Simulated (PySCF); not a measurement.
Curvature of the energy in the electron number along group 14

Calculated with PySCF 2.14, in x2c-TZVPall, spin-free X2C: one orbital is emptied in steps, and each cell gives the departure of E from the straight line at half an electron, in eV (from a cubic fit). The exact functional gives zero.

```json
{"species": "C", "orbital": "2p alpha", "LDA": "-1.44", "PBE": "-1.40", "r2SCAN": "-1.28", "PBE0": "-0.98", "BHandHLYP": "-0.58", "LC-wPBE": "-0.26", "wB97X": "-0.32", "UHF": "0.26"}
{"species": "Si", "orbital": "3p alpha", "LDA": "-0.94", "PBE": "-0.91", "r2SCAN": "-0.84", "PBE0": "-0.65", "BHandHLYP": "-0.41", "LC-wPBE": "-0.02", "wB97X": "-0.08", "UHF": "0.13"}
{"species": "Ge", "orbital": "4p alpha", "LDA": "-0.92", "PBE": "-0.89", "r2SCAN": "-0.83", "PBE0": "-0.64", "BHandHLYP": "-0.41", "LC-wPBE": "-0.02", "wB97X": "-0.09", "UHF": "0.11"}
{"species": "Sn", "orbital": "5p alpha", "LDA": "-0.84", "PBE": "-0.81", "r2SCAN": "-0.74", "PBE0": "-0.58", "BHandHLYP": "-0.38", "LC-wPBE": "0.01", "wB97X": "-0.07", "UHF": "0.09"}
```

How does the mean departure depend on the functional?

LDA -1.03 eV; PBE -1.00 eV; r2SCAN -0.92 eV; PBE0 -0.71 eV; BHandHLYP -0.45 eV; LC-wPBE -0.07 eV; wB97X -0.14 eV; UHF 0.15 eV. Semilocal functionals are convex (delocalisation error), Hartree-Fock is concave or straight, and exact exchange removes curvature roughly in proportion to its share, so among the functionals the range-separated hybrids usually come closest to zero.

No spin-orbit coupling is included.
